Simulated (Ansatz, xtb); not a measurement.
C2H3B: 3 structures ranked

3 gas-phase structures of C2H3B, found in a search over its isomers (lower ones may exist). Each was relaxed with GFN2-xTB:

A. `B1C=C1`, a singlet
B. `B=C=C`, a singlet
C. `BC#C`, a singlet

Task: Estimate their order in r2SCAN-D4/def2-SVP energy at these geometries, lowest first.

Result: Calculated order at r2SCAN-D4/def2-SVP: A (0.0), C (67.3), B (118.3) kJ/mol.

Energies above the lowest of each column, in kJ/mol; the last columns are at B3LYP-D3(BJ)/def2-SVP geometries:

```
structure  GFN2-xTB  HF/STO-3G  r2SCAN-D4/def2-SVP  B3LYP-D3(BJ)/def2-SVP  CCSD(T)/def2-TZVPP
        A      23.1        0.0                 0.0                    0.0                 0.0
        C       0.0       55.1                67.3                   49.2                35.2
        B      78.3      210.6               118.3                  105.5               106.4
```

CCSD(T)/def2-TZVPP puts A lowest; GFN2-xTB picks C.

Programs: Ansatz 0.2.0, xtb 6.7.1.
